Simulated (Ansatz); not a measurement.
## S₂: a test of scalar relativity, step by step

With the Ansatz DFT code, driven from Python.

Typed at the interpreter:
```pycon
>>> import warnings
>>> import ansatz as az
>>> import numpy as np
>>> XC = "pbe"
>>> warnings.simplefilter("ignore", az.DeckWarning)
>>> geometry_ang = [
...     ("S", [0.0, 0.0, 0.0]),
...     ("S", [0.0, 0.0, 1.97]),
... ]
>>> molecule = az.Crystal.molecule()
>>> for symbol, xyz in geometry_ang:
...     molecule = molecule.atom(symbol, xyz)
...
>>> base = molecule.calculation()
>>> base = base.functional(XC)
>>> base = base.spin("collinear", total=2)
>>> base = base.forces()
>>> sets = {"none": "cc-pVTZ", "scalar": "cc-pVTZ-DK"}
>>> found = {kind: base.basis(gaussian=basis).pseudopotentials(relativity=kind).run().report for kind, basis in sets.items()}
>>> for kind, each in found.items():
...     dipole = 4.803205 * np.linalg.norm(each["charge_distribution"]["dipole_moment_e_ang"])
...     print(f"{kind:7s} E = {each['free_energy_ev']:.4f} eV  dipole {dipole:.3f} D  largest force component {np.abs(each['forces_ev_ang']).max():.4f} eV/A")
...
none    E = -21662.0875 eV  dipole 0.000 D  largest force component 1.2232 eV/A
scalar  E = -21721.5365 eV  dipole 0.000 D  largest force component 1.2086 eV/A
>>> print(f"relativity lowers the total energy by {found['none']['free_energy_ev'] - found['scalar']['free_energy_ev']:.3f} eV")
relativity lowers the total energy by 59.449 eV
```

The total moves by -59.4 eV, nearly all in the cores, and the dipole from 0.00 to 0.00 D.

These settings explore the input space; basis and method may be short of convergence. The geometry is a force-field or estimated start, not a minimum of this method. The basis set changes with the Hamiltonian (a set recontracted for scalar relativity), and most of the change in the total lies in the cores. The run takes the species as open-shell (spin multiplicity 3), which needn't be its ground state. The spin state was assumed, and another may lie lower. Run time: 2.4 s on 1 thread of Arm Neoverse V2, on a shared host, peak memory 0.18 GiB.
